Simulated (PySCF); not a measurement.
Estimate the missing entries of this data sheet.

Species: [S4]2- (charge -2).
Structure used (PBE0-D3(BJ)/def2-SVP), in Å, numbered top down from 1:
```xyz
4
S4 angstrom
S     -1.5276    0.9392    1.7901
S      0.3680    0.7326    0.9332
S      0.4455    0.1777   -1.1457
S      0.7142   -1.8495   -1.5776
```

```tsv
property	level	value
point group	PBE0-D3(BJ)/def2-SVP	C2
rotational constants A, B, C	PBE0-D3(BJ)/def2-SVP	?
HOMO energy	PBE0/pcSseg-1	?
LUMO energy	PBE0/pcSseg-1	?
isotropic shieldings of nuclei other than C and H, by class	GIAO PBE0/pcSseg-1	?
```

The electronic properties come from PySCF, for the isolated species, density fitting. Whether so highly charged an anion holds all its electrons in the gas phase wasn't checked; a finite basis holds them in any case. No counter-ion or solvent screens the charge of this multiply charged ion. The geometry's basis has no diffuse functions, a weakness for an anion. The HOMO energy is positive, so at this level the finite basis confines the outermost electrons. No diffuse functions stand in pcSseg-1, which bears on an anion's orbital energies.

Question: Give the HOMO energy.

Answer: 3.92 eV.

Question: The LUMO energy?

Answer: 7.68 eV.

Question: Give the isotropic shieldings of nuclei other than C and H, by class.

Answer: 148 (S2/S3), 389 (S1/S4) ppm.

Question: The rotational constants A, B, C?

Answer: 7.225, 1.098, 1.035 GHz.

The rotational constants make it an asymmetric top with κ = (2B − A − C)/(A − C) = -0.98, nearer the prolate limit (−1). With B = h/(8π²I), that is 505.379 GHz u Å² over I, the principal moments of inertia are 69.9, 460.1 and 488.3 u Å² (most abundant isotopes).
